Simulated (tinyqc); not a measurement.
Inside a calculation. Method: extended Hueckel theory, for SiH3. One step of it, computed by the program tinyqc.

Question. Orbitals. Solve H C = S C e through S^(-1/2); fill by pairs from the bottom, a degenerate level sharing its electrons equally; each orbital has its largest coefficient positive (the first on a tie).

H (eV), lower triangle:
```
,1Si 3s,1Si 3px,1Si 3py,1Si 3pz,2H 1s,3H 1s,4H 1s
1Si 3s,-17.300000
1Si 3px,0.000000,-9.200000
1Si 3py,0.000000,0.000000,-9.200000
1Si 3pz,0.000000,0.000000,0.000000,-9.200000
2H 1s,-10.288735,-9.452078,0.000000,0.907942,-13.600000
3H 1s,-10.291389,4.724550,-8.188315,0.908307,-1.008188,-13.600000
4H 1s,-10.291389,4.724550,8.188315,0.908307,-1.008188,-1.007689,-13.600000
```

overlap S, lower triangle:
```
,1Si 3s,1Si 3px,1Si 3py,1Si 3pz,2H 1s,3H 1s,4H 1s
1Si 3s,1.000000
1Si 3px,0.000000,1.000000
1Si 3py,0.000000,0.000000,1.000000
1Si 3pz,0.000000,0.000000,0.000000,1.000000
2H 1s,0.439785,0.539605,0.000000,-0.051833,1.000000
3H 1s,0.439898,-0.269718,0.467459,-0.051854,0.049421,1.000000
4H 1s,0.439898,-0.269718,-0.467459,-0.051854,0.049421,0.049397,1.000000
```

valence electrons = 7

Give: orbital energies; occupations; coefficients; sum of one-electron energies.

Answer.

orbital energies (eV): -19.1842  -14.2322  -14.2316  -9.2612  2.4805  2.4965  5.2945

occupations: 2.0000  2.0000  2.0000  1.0000  0.0000  0.0000  0.0000

coefficients:
```
,MO1,MO2,MO3,MO4,MO5,MO6,MO7
1Si 3s,0.6633,0.0000,0.0000,0.1094,0.0002,0.0000,1.2983
1Si 3px,0.0000,0.0000,0.3302,0.0000,1.3193,0.0000,-0.0002
1Si 3py,0.0000,0.3302,0.0000,0.0000,0.0000,1.3198,0.0000
1Si 3pz,0.0058,0.0000,0.0000,0.9898,0.0000,0.0000,-0.1897
2H 1s,0.2249,0.0000,0.6250,-0.0471,-0.9524,0.0000,-0.7745
3H 1s,0.2249,0.5412,-0.3124,-0.0472,0.4759,-0.8251,-0.7750
4H 1s,0.2249,-0.5412,-0.3124,-0.0472,0.4759,0.8251,-0.7750
```

sum of one-electron energies = -104.5573 eV
